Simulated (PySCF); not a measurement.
Reproducing measurements on CHClF2

**Measured values to compare with.**

NIST CCCBDB Release 22 (SRD 101), experimental dipoles lists, for the gas: dipole moment (microwave Stark effect) 1.42 D.

How close the calculation comes is told at the end.

Species: CHClF2.
Atom-mapped SMILES: `[F:1][CH:2]([F:3])[Cl:4]` (hydrogens: H5 on C2)

Structure used (PBE0-D3(BJ)/def2-SVP), in Å, numbered top down from 1:
```
atom  x, y, z in Å
F1    -0.473    0.919   -0.862
C2    -0.081   -0.061   -0.055
F3     0.639   -0.927   -0.761
Cl4    0.903    0.602    1.257
H5    -0.956   -0.565    0.383
```

Runs made with PySCF (gas phase, on this PBE0-D3(BJ)/def2-SVP geometry; no spin–orbit coupling):

```csv
level,job,basis functions,wall time
"PBE0-D3(BJ)/def2-SVP, grid level 1",geometry optimisation from a GFN2-xTB start shaken at random,65,7.4 s
```

Hardware: Arm Neoverse V1, one thread, shared host.

## Comparison

**Dipole moment.** Measured: 1.42 D (NIST CCCBDB Release 22 (SRD 101), experimental dipoles).

| level | computed (D) | computed − measured (D) | % (from the printed values) |
| --- | --- | --- | --- |
| PBE0-D3(BJ)/def2-SVP | 1.43 | +0.01 | +1 |

The computed dipoles belong to one fixed geometry; measured ones are averaged over vibrations unless marked μe. Magnitudes are compared, not signs.

No measured geometry was used, and the causes of the misses weren't examined.
